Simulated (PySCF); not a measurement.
C6H9 (doublet state).
Bonds: C1–C2, C2–C3, C3–C4 (double), C4–C5, C5–C6, C1–C6. Hydrogens: H7 on C1; H8, H9 on C2; H10 on C3; H11 on C4; H12, H13 on C5; H14, H15 on C6.

As a line formula: `[CH]1CC=CCC1` [radical].

Level of theory: PySCF 2.14.0, UKS B3LYP, pcH-1 on C H, non-relativistic, mean-field spin-orbit, GIAO. Isolated species at its GFN2-xTB geometry (one conformer only). The geometry wasn't refined by DFT: couplings that depend on bond lengths, twists or pyramidal angles can differ widely from those at the functional's own minimum. Stability of the SCF solution: not tested.

(1) Where do the isotropic ENDOR lines of H8/H9, H7, H14/H15, H11, H12/H13 and H10 fall at 347.2 mT, to first order?

(2) Which pairs are centred on the nuclear Larmor frequency, and which on half the coupling?

## Answers

(1) ν± = |νn ± a/2|, one line for each electron-spin manifold; νn = |g_N| × 7.62259 MHz/T × B.

```csv
nuclei,isotope,g_N,νn (MHz),a_iso (MHz),lower line (MHz),upper line (MHz)
H8/H9,1H,5.5857,14.78,88.76,29.60,59.16
H7,1H,5.5857,14.78,-64.59,17.51,47.08
H14/H15,1H,5.5857,14.78,63.50,16.97,46.53
H11,1H,5.5857,14.78,3.29,13.14,16.43
H12/H13,1H,5.5857,14.78,3.12,13.23,16.34
H10,1H,5.5857,14.78,-1.29,14.14,15.43
```

(2) Centred on νn, since |a| < 2νn: H11, H12/H13 and H10. Centred on |a|/2 and split by 2νn: H8/H9, H7 and H14/H15.

Class means assume fast exchange of nuclei equivalent by connectivity; if that motion is slow, each nucleus keeps its own coupling. The 1H value of +63.5 MHz is a mean of couplings from 5.9 to 121.1 MHz in this one geometry, not an average over conformers. The 1H value of +88.8 MHz is a mean of couplings from 42.0 to 135.6 MHz in this one geometry, not an average over conformers.

The largest Mulliken spin populations are on C1 (+1.03), C6 (-0.09) and C2 (-0.08). C1 is the only atom above +0.15. The angles at C1 add up to 360.0°, so it is planar; its axial dipolar tensor and the negative coupling of its proton fit spin in a p orbital normal to that plane.

The run took 35 s on one thread of an Arm Neoverse V1, no GPU, on a shared host.
